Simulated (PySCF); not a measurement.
How far each method lies from RCCSDT(Q) for CO$_{2}$, singlet

Geometry: MP2(full)/6-31G*, from the G2/97 set.

```xyz
3

C     0.0000    0.0000    0.0000
O     0.0000    0.0000   -1.1787
O     0.0000    0.0000    1.1787
```

Basis cc-pVDZ; PySCF 2.14.0. Correlated methods freeze the noble-gas cores, which leaves 16 electrons in 39 orbitals. R marks a restricted (for open shells ROHF) determinant.

Full CI isn't at hand for all of this; RCCSDT(Q) serves as the reference, and is uncertain by the last step of the cluster series or more.

- T1 diagnostic (ROHF- or RHF-based CCSD): 0.0200
- largest doubles amplitude (ROHF- or RHF-based CCSD): 0.070

```json
{"level": "RMP2", "E − E(RHF) (eV)": "-13.2583"}
{"level": "RCCSD", "E − E(RHF) (eV)": "-13.1428"}
{"level": "RCCSD(T)", "E − E(RHF) (eV)": "-13.6568"}
```

Question: Estimate how far RCCSDT(Q) in cc-pVDZ lies from RCCSD(T). The table doesn't fix it; the size of (T) and the diagnostics are the guide.

Answer: RCCSDT(Q) in cc-pVDZ lies 1.55 kcal/mol below RCCSD(T), which is 13 % of the (T) step (-11.85 kcal/mol). T1 is raised, but (T) still catches most of what CCSD lacks. The miss exceeds 1 kcal/mol.

The other levels:

| level | E − E(RCCSDT(Q)) (kcal/mol) | share of correlation (%) | wall time |
| --- | --- | --- | --- |
| RCCSDT | 1.39 | 99.56 | – |

The correlation energy at RCCSDT(Q), counted from RHF, is -13.724 eV. That run took 4.1 min on 1 thread of Intel Xeon 6975P-C, shared host.

Times are those of the correlated step on a shared host, with one SCF added for the restricted CCSD run; they ran on 1 thread of Intel Xeon 6975P-C.

Atomization energy (electronic, same basis, no zero-point term; atoms at the same level, unrestricted beside the R rows where the molecule is a closed shell; the atoms' step beyond CCSDT comes from their full CI) at RCCSDT(Q): 1495.6 kJ/mol. Errors of other levels:

| level | error (kJ/mol) |
| --- | --- |
| RHF | -509.9 |
| RMP2 | 98.0 |
| RCCSD | -47.8 |
| RCCSD(T) | -4.6 |
| RCCSDT | -5.3 |

This basis is far from its limit, so the value isn't to be set against a measured one.
